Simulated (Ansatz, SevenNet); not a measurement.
For 1T (CdI2-type) PtSe₂, the machine-learned potential SevenNet-l3i5 (trained on PBE and PBE+U data) gives:

| Quantity | Value |
|---|---|
| lattice parameter a | 3.745 Å |
| lattice parameter c | 6.501 Å |

Task: What does r²SCAN+rVV10 (Ansatz, a quantum-chemistry and plane-wave program, PAW) give for the same quantities?

Result: 
- lattice constant a: 3.730 Å (drops by 0.4 %)
- lattice parameter c: 5.263 Å (drops by 19 %)

For comparison: lattice constant a 3.727 Å (measured, temperature not stated, no zero-point or thermal correction; as tabulated in Björkman (2014), arXiv:1406.2436); lattice parameter c 5.074 Å (measured, temperature not stated, zero-point anharmonic expansion removed (computed with revB86b-DF2); no thermal correction; as tabulated in Björkman (2014), arXiv:1406.2436).

Changes are worked out from the printed values.

Unless a cell is named, each level is at its own relaxed cell (SevenNet-l3i5 26.32, r²SCAN+rVV10 21.14 Å³/atom).

Levels without +SOC leave out spin–orbit coupling, which shifts energies and cells of such heavy elements.

Caveats: the cell moved over 20 % in volume from its start (SevenNet-l3i5). Ansatz's density-functional and Hartree–Fock values are scalar-relativistic unless marked +SOC, with PAW data made under PBE.
